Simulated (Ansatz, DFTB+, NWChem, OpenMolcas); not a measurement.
**N2O (SMILES N#[N+][O-]): methods side by side**

The species is N2O (3 atoms), meant as a singlet with charge 0. As SMILES, `N#[N+][O-]`. Geometry: relaxed at PBE0-D4/def2-TZVP.

```xyz
3

N    -0.5117    1.0013   -0.1679
N    -0.0084    0.0165   -0.0028
O     0.5201   -1.0178    0.1707
```

Each level gives the dipole moment (D). The values are calculated.

**What was measured.** NIST CCCBDB gives the dipole moment of the gas as 0.17 D.

```json
{"level": "DFTB3-D3(BJ)", "kind": "semi-empirical", "program": "DFTB+", "value (D)": "0.12", "computed − measured": "-0.05", "CPU time": "under 2 s"}
{"level": "HF/cc-pVTZ", "kind": "Hartree–Fock", "program": "OpenMolcas", "value (D)": "0.55", "computed − measured": "+0.38", "CPU time": "8.2 s"}
{"level": "SVWN5/cc-pVTZ", "kind": "LDA", "program": "OpenMolcas", "value (D)": "0.19", "computed − measured": "+0.02", "CPU time": "17 s"}
{"level": "BLYP/cc-pVTZ", "kind": "GGA", "program": "NWChem", "value (D)": "0.17", "computed − measured": "0.00", "CPU time": "17 s"}
{"level": "PBE/cc-pVTZ", "kind": "GGA", "program": "Ansatz", "value (D)": "0.19", "computed − measured": "+0.02", "CPU time": "2.8 s"}
{"level": "TPSS/cc-pVTZ", "kind": "meta-GGA", "program": "NWChem", "value (D)": "0.16", "computed − measured": "-0.01", "CPU time": "18 s"}
{"level": "M06-2X/cc-pVTZ", "kind": "hybrid meta-GGA", "program": "OpenMolcas", "value (D)": "0.20", "computed − measured": "+0.03", "CPU time": "25 s"}
{"level": "CAM-B3LYP/cc-pVTZ", "kind": "range-separated hybrid", "program": "NWChem", "value (D)": "0.08", "computed − measured": "-0.09", "CPU time": "70 s"}
```

Nearest: BLYP/cc-pVTZ (0.00 D); farthest: HF/cc-pVTZ (+0.38 D). The measured dipole is a vibrational average, so differences of a few hundredths of a debye mean little. Computed less measured by kind, in D (cc-pVTZ rows): semi-empirical -0.05; Hartree–Fock +0.38; LDA +0.02; GGA +0.00 to +0.02; meta-GGA -0.01; global hybrid +0.03; range-separated hybrid -0.09. Magnitudes only: a small dipole may point the other way at some levels. CPU times are rough (shared hosts, several kinds of processor): they show what a rung costs within a factor of a few.
